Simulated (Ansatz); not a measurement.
System: rock-salt EuSe. Method: BLYP (PAW; Ansatz, a quantum-chemistry and plane-wave program).

Run with plane-wave cutoff 520 eV, 16×16×16 k mesh, Fermi–Dirac smearing 0.05 eV, spin-polarised with parallel moments, scalar-relativistic PAW data made under PBE.

Cell (relaxed at this level):

```yaml
crystal:
  lattice:
    - [0.00000, 3.12731, 3.12731]
    - [3.12731, 0.00000, 3.12731]
    - [3.12731, 3.12731, 0.00000]
  atoms:
    - { symbol: Eu, position: [0.00000, 0.00000, 0.00000], spin: 7.0 }
    - { symbol: Se, position: [0.50000, 0.50000, 0.50000] }
```

Task: Estimate the bulk modulus B0 and pressure derivative B′ of the bulk modulus that the calculation returns.

Result: 
- bulk modulus B0 = 37.8 GPa
- pressure derivative B′ of the bulk modulus = 4.2

The run finds no gap.

Measured, for comparison: bulk modulus 52 GPa (room temperature, not corrected to a static lattice; as tabulated in arXiv:1003.2039). Computed (rounded) less measured: bulk modulus -27 %.

Note: the magnetic order was assumed, not searched for or taken from measurement; the 4f shell is treated without U or exact exchange, so its levels and filling can be wrong.

Spins in the cell block are starting values.

Spin–orbit coupling is not included; it can open a gap where bands touch, and shift volumes and moduli.

It cost about 11 core-minutes (a rough figure) of CPU time.
